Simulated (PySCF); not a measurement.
**`[SiH3]N[NH][GeH3]` (GeH8N2Si): bond dissociation enthalpies at several levels**

Atom numbers as in the mapped SMILES `[SiH3:1][NH:2][NH:3][GeH3:4]`.

All levels share the PBE0-D3(BJ)/def2-SVP structures and the GFN2-xTB thermal terms; only the single-point energies (PySCF) change. Values are bond dissociation enthalpies (298 K, kJ/mol).

At HF/aug-pcseg-1:
| quantity | value |
| --- | --- |
| N3–Ge4 | 143 |
| N2–N3 | 121 |
| Si1–N2 | 214 |
| N2–H | 248 |
| Ge4–H | 272 |

What does B3LYP-D3(BJ)/def2-TZVP give?

N3–Ge4: 229 (change 86); N2–N3: 273 (change 152); Si1–N2: 300 (change 86); N2–H: 325 (change 77); Ge4–H: 326 (change 54).

Note: spin-orbit coupling is left out of the energies, which matters for open shells on the heavier atoms; atoms from Ga to Kr are treated without relativity; Hartree-Fock leaves out electron correlation, so its bond energies come out too low, often by 100 kJ/mol or more.

---

1,2,3-butatriene: bond dissociation enthalpies at several levels

Structure: `C=C=C=C` (C4H4). Numbering: `[CH2:1]=[C:2]=[C:3]=[CH2:4]`

All levels share the PBE0-D3(BJ)/def2-SVP structures and the PBE0-D3(BJ)/def2-SVP thermal terms; only the single-point energies (PySCF) change. Values are bond dissociation enthalpies (298 K, kJ/mol).

```csv
level,C1–H
OPBE/def2-SV(P) (grid 2),376
PBE-D3(BJ)/def2-TZVP (grid 2),378
M06-2X/def2-TZVP,390
```

The spread: 14 kJ/mol, from 376 to 390.

---

**Level of theory and gas-phase deprotonation enthalpies: chloronium**

Structure: `[ClH2+]` ([H2Cl]+). Non-hydrogen atoms are numbered in `[ClH2+:1]`.

All levels share the PBE0-D3(BJ)/ma-def2-SVP structures and the PBE0-D3(BJ)/ma-def2-SVP thermal terms; only the single-point energies (PySCF) change. Values are gas-phase deprotonation enthalpies (298 K, kJ/mol).

```csv
level,Cl1,abs. error,time
HF/aug-cc-pVTZ,555,4.2,0.3 s
MP2/aug-cc-pVTZ,555,4.0,1.2 s
B3LYP-D3(BJ)/ma-def2-TZVP,562,2.1,–
CCSD(T)/aug-cc-pVTZ,563,3.1,6.2 s
ATcT 1.112,559,,
```

Times are wall times for all single points of a level on 1 thread of Intel Xeon Platinum 8488C, a shared host; the dash marks the run that also made the structures.

Hartree-Fock leaves out electron correlation, so its deprotonation energies can be off by tens of kJ/mol.

The spread: 7 kJ/mol, from 555 to 563.

Differences come from unrounded values, so a last digit can differ from that of the printed terms.
